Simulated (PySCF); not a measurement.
Cartesian coordinates (Å):
```xyz
5

C      0.7995    -0.3204     0.0391
C     -0.4709    -0.0379     0.0425
H      1.7361     0.1760    -0.1675
H     -0.8386     0.9567    -0.2206
H     -1.2262    -0.7744     0.3064
```
Charge 0, spin multiplicity 2.

**Question.** What is the computed dipole moment, total energy and highest occupied spin orbital (PySCF 2.14.0 with PBE-D3(BJ)/def2-TZVP // PBE0-D4/def2-TZVP)?

**Answer.** 
The dipole moment is 0.73 D and the total energy is -77.8215 Ha. The highest occupied spin orbital is -5.44 eV.
